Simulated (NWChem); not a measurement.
# Correlation energy of CH3O

```xyz
5

C      0.0733     0.5594     0.0459
O     -0.1151    -0.7753    -0.0895
H      0.6373     0.6891     1.0038
H      0.7096     1.0174    -0.7426
H     -0.8660     1.1399     0.1789
```
Charge 0, spin multiplicity 2.

Program: NWChem. Structure: optimised with UB3LYP/def2-SVP, a minimum by its harmonic frequencies.

Basis set: cc-pVDZ. Each correlation energy counts from its own Hartree-Fock reference.

The correlated methods keep 2 core orbitals frozen. The structure started from a generated list of species. The stability of the SCF solutions was not checked. Open-shell Hartree-Fock references start from PBE0 orbitals. No row is a measurement; the coupled-cluster row has its own basis-set and correlation limits.

Question: One of these methods gave a correlation energy of -288.0 mHa. Which?
(A) URI-MP2
(B) CCSD on ROHF
(C) CCSD[T] on UHF
(D) CCSD on UHF

Answer: A, URI-MP2. The others give -319.5 (CCSD on UHF), -326.8 (CCSD[T] on UHF), -324.2 (CCSD on ROHF).
